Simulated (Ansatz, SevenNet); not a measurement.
For hcp Zn, the machine-learned potential SevenNet-l3i5 (trained on PBE and PBE+U data) gives:

lattice parameter a: 2.641 Å
lattice parameter c: 5.125 Å

**Question.** What does HSE06-D3(BJ) (plane waves, PAW; Ansatz, a first-principles code) give for the same quantities?

**Answer.** 
- lattice constant a: 2.580 Å (drops by 2.3 %)
- lattice parameter c: 4.995 Å (decreases by 2.5 %)

For comparison: lattice constant a 2.665 Å (measured, 293 K, no zero-point or thermal correction, our sources range from 2.660 to 2.665; as tabulated in Wikipedia's data pages); lattice parameter c 4.946 Å (measured, 293 K, not corrected to a static lattice; as tabulated in Wikipedia's data pages).

Changes are worked out from the printed values.

Unless a cell is named, each level is at its own relaxed cell (SevenNet-l3i5 15.48, HSE06-D3(BJ) 14.40 Å³/atom).

Ansatz's density-functional and Hartree–Fock values are scalar-relativistic unless marked +SOC, with PAW data made under PBE.
